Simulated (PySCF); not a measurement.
# BH (SMILES [BH]): B2PLYP/def2-TZVPPD

Aim: the vertical singlet–triplet gap of BH at B2PLYP/def2-TZVPPD, from 2 runs. Input form: a Python script.

The calculation is run with PySCF 2.14.0.

3 further runs of the same task are left out: 1 that didn't finish, 2 set aside as unsound or not needed.

## Step 1: The structure to begin with

The species is BH (2 atoms), meant as a singlet with charge 0. As SMILES, `[BH]`. Geometry: the measured bond length.

Bond lengths: B1–H2 1.232 Å.

## Step 2: The energy at B2PLYP/def2-TZVPPD

Input file input.py:

```python
from pyscf import gto, dft, mp

mol = gto.Mole()
mol.atom = '''
B        0.000000       0.000000       0.000000
H        0.000000       0.000000       1.232400
'''
mol.max_memory = 1860
mol.verbose = 3
mol.basis = 'def2-tzvppd'
mol.build()

mf = dft.RKS(mol)
mf.xc = '0.53*HF + 0.47*B88, 0.73*LYP'
mf.grids.level = 5
mf.conv_tol = 1e-10
mf.kernel()
if not mf.converged:
    mf = mf.newton().run(mf.mo_coeff, mf.mo_occ)

pt = mp.MP2(mf, frozen=1).run()
etot = mf.e_tot + 0.27 * pt.e_corr
print('PT2 part  %.8f' % (0.27 * pt.e_corr))
print('Final energy', etot)
```

Run with:

```bash
$ OMP_NUM_THREADS=1 python input.py
```

Output:

```text
converged SCF energy = -25.2411186492623
E(RMP2) = -25.3340637831769  E_corr = -0.0929451339146234
E(SCS-RMP2) = -25.347388541539  E_corr = -0.106269892276665
PT2 part  -0.02509519
Final energy -25.266213835419272
```

Wall time 3.6 s (1 thread of Arm Neoverse N1, shared host); peak memory 0.26 GiB.

## Step 3: The triplet, same level

Input file input.py:

```python
from pyscf import gto, dft, mp

system = gto.M(
    atom=[
    ('B', (0.000000, 0.000000, 0.000000)),
    ('H', (0.000000, 0.000000, 1.232400)),
],
    verbose=4,
    spin=2,
    basis='def2-tzvppd',
    max_memory=1860,
)

mf = dft.UKS(system, xc='0.53*HF + 0.47*B88, 0.73*LYP')
mf.conv_tol = 1e-10
mf.grids.level = 5
mf.kernel()
if not mf.converged:
    mf = mf.newton().run(mf.mo_coeff, mf.mo_occ)

pt = mp.MP2(mf, frozen=1).run()
energy = mf.e_tot + 0.27 * pt.e_corr
print('PT2 part  %.8f' % (0.27 * pt.e_corr))
print('E(%s) = %.9f' % ('B2PLYP', energy))
```

Run with:

```bash
$ OMP_NUM_THREADS=1 python input.py
```

Output:

```text
PySCF version 2.14.0

[INPUT] num. atoms = 2
[INPUT] num. electrons = 6
[INPUT] charge = 0
[INPUT] spin (= nelec alpha-beta = 2S) = 2
[INPUT] symmetry False subgroup None
[INPUT] Mole.unit = angstrom
[INPUT] Symbol           X                Y                Z      unit          X                Y                Z       unit  Magmom
[INPUT]  1 B      0.000000000000   0.000000000000   0.000000000000 AA    0.000000000000   0.000000000000   0.000000000000 Bohr   0.0
[INPUT]  2 H      0.000000000000   0.000000000000   1.232400000000 AA    0.000000000000   0.000000000000   2.328898475914 Bohr   0.0

nuclear repulsion = 2.14693772687439
number of shells = 20
number of NR pGTOs = 71
number of NR cGTOs = 54
basis = def2-tzvppd
ecp = {}

[... 34 lines left out ...]
[... the frontier-level lines of each cycle are left out ...]
[... 3 lines left out ...]
[... 42 lines left out ...]
converged SCF energy = -25.2064488298658  <S^2> = 2.0021132  2S+1 = 3.0014084
[... 1 line left out ...]
******** <class 'pyscf.mp.ump2.UMP2'> ********
nocc = (np.int64(3), np.int64(1)), nmo = (53, 53)
frozen orbitals 1
E(UMP2) = -25.269988695711  E_corr = -0.0635398658451788
E(SCS-UMP2) = -25.2723063197314  E_corr = -0.0658574898655939
E_corr(same-spin) = -0.0119888644022546
E_corr(oppo-spin) = -0.0515510014429242
PT2 part  -0.01715576
E(B2PLYP) = -25.223604594
```

Run time: 5.7 s. Hardware: 1 thread of Arm Neoverse N1, shared host; peak memory 0.27 GiB.

## Step 4: Results

At B2PLYP/def2-TZVPPD, 1 core orbital frozen:

```
                                                         quantity         value
                                            singlet: total energy  -25.26621 Eh
                                singlet: dipole moment (SCF part)        1.64 D
                       singlet: HOMO energy (SCF part's orbitals)      -7.74 eV
                       singlet: LUMO energy (SCF part's orbitals)      -0.94 eV
                     singlet: HOMO–LUMO gap (SCF part's orbitals)       6.80 eV
                                            triplet: total energy  -25.22360 Eh
                                triplet: dipole moment (SCF part)        0.16 D
triplet: HOMO energy (SCF part's orbitals) (highest over α and β)      -6.62 eV
 triplet: LUMO energy (SCF part's orbitals) (lowest over α and β)      -1.66 eV
                                                    triplet: ⟨S²⟩         2.002
                 vertical energy of the triplet above the singlet      1.159 eV
```

In words: At this shape the triplet lies 1.16 eV (27 kcal/mol) above the singlet.
